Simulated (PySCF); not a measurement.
**How well do the runs reproduce experiment for PH3?**

**Measured values to compare with.**

NIST CCCBDB Release 22 (SRD 101), experimental dipoles lists, for the gas: dipole moment (microwave Stark effect) 0.58 D.

How close the calculation comes is told at the end.

Compound: PH3.
Numbering: `[PH3:1]` (hydrogens: H2, H3, H4 on P1)

Cartesian coordinates in Å at the PBE0-D3(BJ)/def2-SVP level; atoms count from 1:
```xyz
4
PH3 angstrom
P     -0.0037    0.0053    0.5048
H     -0.5815    1.0469   -0.2843
H      1.1976   -0.0154   -0.2685
H     -0.6119   -1.0250   -0.2763
```

Runs made with PySCF (gas phase, on this PBE0-D3(BJ)/def2-SVP geometry; no spin–orbit coupling):

```csv
level,job,basis functions,wall time
"PBE0-D3(BJ)/def2-SVP, grid level 1",geometry optimisation from a GFN2-xTB start,33,0.74 s
```

Hardware: one thread, Intel Xeon 6975P-C (x86_64), on a shared host.

**Comparison with experiment**

**Dipole moment.** Measured: 0.58 D (NIST CCCBDB Release 22 (SRD 101), experimental dipoles).

```json
{"level": "PBE0-D3(BJ)/def2-SVP", "computed (D)": "0.91", "computed − measured (D)": "+0.33", "% (from the printed values)": "+57"}
```

The computed dipoles belong to one fixed geometry; measured ones are averaged over vibrations unless marked μe. Magnitudes are compared, not signs.

The geometry is computed, not the measured one. Where a level misses, the cause wasn't examined.
